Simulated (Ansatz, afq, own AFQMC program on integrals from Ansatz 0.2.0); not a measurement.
Integrals from Ansatz 0.2.0, then the random walk in our own AFQMC program (afq).

```yaml
crystal:
  periodic: [false, false, false]
  atoms:
    - {symbol: Hf, position_ang: [0.000000, 0.000000, 0.000000]}
basis:
  gaussian: {orbitals: def2-TZVP}
magnetization: {spin_polarized: true, initial_magnetization: 2}
correlation: {method: ccsd_t, electrons: outside_noble_gas, hamiltonian_folder: ham}
```

```sh
$ ansatz run in.yaml --threads 1 --pin off --events-out ev --progress --plain --max-ram 15360MiB --backend cuda --devices 0, --max-vram 18GiB
```

afq runs on the folder ham with

```
--method phaseless --trial cisd --walkers 4000 --populations 20 --least-time 60 --time-step 0.005 --steps-per-block 50 --equilibration-blocks 40 --max-blocks 4000 --target-error 7e-05 --factor-cut 1e-05 --start spin_pure --seed 6439 --release-times 0.24,0.5,1,1.5 --release-step 0.02 --release-every 3 --taylor-order 6
```

Times are imaginary, in 1/Eh. The walk had a cap of 122 s. With eight or more populations the least sampling time is a fifth of least-time, and the error comes from their spread. Core potentials past Kr, no spin–orbit coupling.

afq prints:

```
orbitals 36  electrons 3 1  factors 221 of 221
reference energy -47.36787170 Eh
CCSD correlation -0.05595825 Eh in 10 cycles, weight of the determinant in the CISD state 0.9075
energy of the start -47.423809 Eh
 block  time / (1/Eh)  mean weight  energy / Eh
     1     0.250  1.0001  -47.423845
     2     0.500  1.0000  -47.424030
     3     0.750  1.0000  -47.424269
     4     1.000  0.9999  -47.424498
     5     1.250  0.9999  -47.424742
     8     2.000  1.0000  -47.425248
    13     3.250  1.0000  -47.425912
    22     5.500  0.9999  -47.426452
    31     7.750  1.0000  -47.426585
    40    10.000  1.0000  -47.426771
    49    12.250  0.9999  -47.426932
    58    14.500  1.0002  -47.426523
    67    16.750  1.0000  -47.428690
    76    19.000  1.0001  -47.426425
    85    21.250  0.9998  -47.426291
    94    23.500  1.0001  -47.426289
   103    25.750  1.0001  -47.425902
   109    27.250  1.0002  -47.425766
   112    28.000  1.0003  -47.426013
   121    30.250  0.9998  -47.426072
   130    32.500  1.0001  -47.426044
error from the spread of 20 populations
released: time / (1/Eh)  energy / Eh  error  mean overlap
  0.24  -47.426473  0.000036  0.9987
  0.50  -47.426645  0.000044  1.0006
  1.00  -47.426834  0.000054  1.0015
  1.50  -47.426756  0.000146  1.0035
energy -47.426316 +/- 0.000066 Eh
(rows thinned)
```

The run passed its tests (sampling time, drift between the halves within three errors, error under three times the target), which doesn't prove that it has relaxed. The second half of the sampling lies above the first by 2.5 errors of their difference, so the energy may still be moving and its error bar be too small.

Against this walk (error 1.8 meV) on the same determinant: CCSD(T) 0.4 meV higher (within the noise), CCSDT(Q) 34.7 meV lower, full CI 35.8 meV lower. The error is statistical and leaves out the bias of the constraint. Released to 1.50 1/Eh the energy lies 12 ± 4 meV (both errors) below the phaseless value, which shows part or all of the bias of the constraint, and full CI lies 23.8 meV below the released value. Full CI is exact here, so the walk's 36 meV above it is the walk's own error: the bias of the constraint with this trial, or a walk that hasn't relaxed.

Cautions: constraint bias not in the error; no spin-orbit coupling; outer-core shells of the metal frozen; the released energy hasn't reached full CI (24 meV above it at 1.50 1/Eh).

The walk took 40 s on 1 × NVIDIA H100 80GB HBM3 with 2 threads of AMD EPYC 7R13 Processor (Zen 3), on a shared host (the card was shared). The log's last line is the phaseless energy.

CCSDT and higher add their correlation energy to the determinant of the CCSD(T) run, since their own runs factorise the integrals more tightly (a shift of under 2 meV). A walk keeps the symmetry of its determinant, which the program's search chose and which needn't be the lowest solution, so a lower state of the same spin and another symmetry isn't excluded.
